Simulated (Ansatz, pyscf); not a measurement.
`[BH2][F]` + `[FH]` → `[BH2][F]` + `[FH]`, a four-centre exchange on the singlet surface: B–F, F–H broken, B–F, F–H formed. Structures and frequencies: ωB97X-D3(BJ)/def2-SVP in PySCF. Wave-function energies: Ansatz (a first-principles code), frozen core, RHF or UHF references. In kcal/mol, from the separated reactants.

Cost: rough CPU time of the saddle's run relative to CCSD(T)/cc-pV(D+d)Z, from one job on a shared machine, with the HF step and its search for lower states.

```csv
level,barrier,reaction energy,cost
B3LYP-D3(BJ)/def2-TZVP,13.52,0.00,–
ωB97X-D3(BJ)/def2-TZVP,13.12,0.00,–
CCSD(T)/cc-pV(D+d)Z,10.21,0.00,1
CCSDT(Q)/cc-pV(D+d)Z,10.07,0.00,100
CCSD(T)/cc-pV(T+d)Z,13.37,0.00,8
CCSD(T)/cc-pV(Q+d)Z,14.72,0.00,–
```

In cc-pV(D+d)Z, going from CCSD(T) to CCSDT(Q) shifts the barrier by -0.14 and the reaction energy by 0.00 kcal/mol. With HF in the quadruple-zeta basis and the correlation energy extrapolated as X⁻³ from X = 3, 4, CCSD(T) gives 15.04 and 0.00; adding the double-zeta shift gives ΔE‡ = 14.91 and ΔE = 0.00 kcal/mol, without core correlation, relativity or geometry relaxation at these levels. One saddle was located; it need not be the lowest between these sides. The CCSD(T) − MP2 part came from Ansatz, without density fitting, on the same reference.
